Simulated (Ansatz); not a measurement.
# AlBCl+ (singlet): wave-function methods side by side, cc-pVDZ

Aim: climb from Hartree-Fock through coupled cluster for AlBCl+ (singlet) at one geometry and basis, and see what each rung misses.

Computed with Ansatz 0.2.0, Gaussian basis. Level: cc-pVDZ, core rule «outside noble gas», up to 11 orbitals frozen.

To be run: UHF; CCSD(T) on RHF; CCSD(T) on UHF; BCCD(T) on RHF; CISD; CCSDT(Q) on RHF; CCSDT(Q) on UHF.

19 further runs of the same task are left out: 3 for a known fault of the program, 5 that didn't finish, 11 set aside as unsound or not needed.

## 1. What is computed

The geometry is a PBE0/def2-TZVP stationary point (not a proven minimum) of the parent state, kept for this charge and spin.

3 atoms, charge 1, spin multiplicity 1.

Atoms are counted from 1 here; the program's logs count them from 0.

Bond lengths: B1–Al2 2.149 Å, Al2–Cl3 2.113 Å. Angles: B1–Al2–Cl3 121.7°.

## 2. UHF

Input file in.yaml:

```yaml
crystal:
  periodic: [false, false, false]
  atoms:
    - {symbol: B, position_ang: [0.000000, 0.761887, -2.406751]}
    - {symbol: Al, position_ang: [0.000000, -0.553323, -0.706867]}
    - {symbol: Cl, position_ang: [0.000000, 0.188778, 1.271874]}
basis:
  gaussian: {orbitals: cc-pVDZ}
total_charge: 1
magnetization: {spin_polarized: true, initial_magnetization: 0}
hamiltonian: {xc: hf}
output: {orbitals: {seedname: orbitals}}
```

On the command line:

```console
$ ansatz run in.yaml --threads 1 --pin off --events-out ev --progress --plain --max-ram 2393MiB
```

Further steps of the session: CCSD(T) on RHF; CCSD(T) on UHF; BCCD(T) on RHF; CISD; CCSDT(Q) on RHF; CCSDT(Q) on UHF.

Before running them: what should the planned runs give, taken together? Wanted: RCCSDT(Q) below the RHF energy; RMP2 from RCCSDT(Q); UMP2 from RCCSDT(Q); RCCSD from RCCSDT(Q); RCCSD(T) from RCCSDT(Q); UCCSD(T) from RCCSDT(Q); UCCSDT(Q) from RCCSDT(Q); T1 diagnostic.

As calculated:

| quantity | value |
| --- | --- |
| RCCSDT(Q) below the RHF energy | -7.7630 eV |
| RMP2 from RCCSDT(Q) | +1559.1 meV |
| UMP2 from RCCSDT(Q) | +1718.5 meV |
| RCCSD from RCCSDT(Q) | +317.1 meV |
| RCCSD(T) from RCCSDT(Q) | +64.1 meV |
| UCCSD(T) from RCCSDT(Q) | +117.2 meV |
| UCCSDT(Q) from RCCSDT(Q) | -2.2 meV |
| levels within 1 kcal/mol (43 meV) | RCCSDT, UCCSDT, UCCSDT(Q) |
| T1 diagnostic | 0.026 |

What this shows: RCCSD(T) misses by +64.1 meV, 0.8 % of the correlation energy. CCSD(T) misses by +64.1 meV on the restricted determinant and by +117.2 meV on the unrestricted one; the two need not hold the same state or core. These misses are within one basis, not against nature.
